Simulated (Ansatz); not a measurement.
## SiH3, doublet: stretch scan

Starting geometry (PBE0/def2-TZVP stationary point for this spin, not checked as a minimum):

```xyz
4

Si    0.0001   -0.0001   -0.0437
H     1.4153    0.0146    0.4091
H    -0.7211    1.2200    0.4030
H    -0.6968   -1.2329    0.4066
```

From there H4 moves along the line of the two atoms named below, all else staying in place; atoms are numbered as listed. Energies are in eV, counted from the starting geometry at the same level. Kohn–Sham curves are unrestricted where that lies lower.

Basis 6-31G; Ansatz 0.2.0. Only valence electrons are correlated (noble-gas cores frozen).

Unrestricted Kohn–Sham rows aren't spin-pure: their determinants' ⟨S²⟩ exceeds S(S+1) by up to 0.23, so they mix in states of higher spin.

Full CI is exact within this basis and frozen core; it isn't the basis-set limit.

```csv
distance Si1-H4 (Å),wB97M-V
1.170,1.576
1.352,0.232
1.486,0.000
1.629,0.121
1.778,0.460
2.020,1.194
2.395,2.358
2.803,3.098
3.294,3.330
4.029,3.371
5.142,3.376
```

Q: Estimate the full CI curve in 6-31G from this one, knowing how wB97M-V errs.

A: The computed full CI values, in eV from the starting point, and the error of wB97M-V against them:
```csv
distance Si1-H4 (Å),full CI,wB97M-V less full CI
1.170,1.684,-0.108
1.352,0.276,-0.044
1.486,0.000,0.000
1.629,0.074,0.047
1.778,0.360,0.100
2.020,0.988,0.206
2.395,1.925,0.433
2.803,2.628,0.470
3.294,3.016,0.313
4.029,3.094,0.277
5.142,3.094,0.281
```

wB97M-V at 5.142 Å lies 0.281 eV (9 %) above the reference in this basis.

In so small a basis the reference is far from its limit while semilocal and hybrid functionals are nearer theirs, so the functionals' errors here hold much of the reference's basis and frozen-core error, which can add to them or hide them.
